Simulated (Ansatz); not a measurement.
System: black phosphorus. Method: PBE (Ansatz, an electronic-structure program, plane waves, PAW).

Rigid layers of the crystal as relaxed at this level are moved apart or together:

| run | layer repeat (Å) | energy against free layers (meV/Å²) | gap on the mesh (eV) |
|---|---|---|---|
| 1 | 5.09 | 1.65 | 0.000 |
| 2 | 5.24 | -0.86 | 0.000 |
| 3 | 5.44 | -2.47 | 0.049 |
| 4 | 5.74 | -2.82 | 0.167 |
| 5 | 6.24 | -1.88 | 0.349 |
| 6 | 7.24 | -0.58 | 0.595 |
| 7 | 9.24 | -0.01 | 0.782 |

The lowest energy of these points lies at a layer repeat of 5.74 Å.

Note: the cell comes from a level without a dispersion term, which matters for the spacing of layers, chains or molecules.
